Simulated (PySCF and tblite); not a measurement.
The numbers below are computed, except where a source is named.
System: C₄H₇N, numbered as in [H]/[N:5]=[C:3](/[CH:2]=[CH2:1])[CH3:4].

Motion: rotation about the C2–C3 bond (torsion C1–C2–C3–C4 from 0° to 181°, rising). GFN2-xTB gives an electronic barrier of 3.6 kcal/mol and a reaction energy of 0.4 kcal/mol.

Question: What does PBE0/pcSseg-1 + D3(BJ) give on GFN2-xTB geometries?

Answer: A barrier of 6.6 kcal/mol, 3.0 above the tight-binding barrier (from unrounded values), a reaction energy of 1.7 kcal/mol and, with GFN2-xTB thermal terms, ΔG‡(298 K) = 6.3 kcal/mol and k = 3×10⁸ s⁻¹ (2 equivalent paths).

Programs: tblite and PySCF.
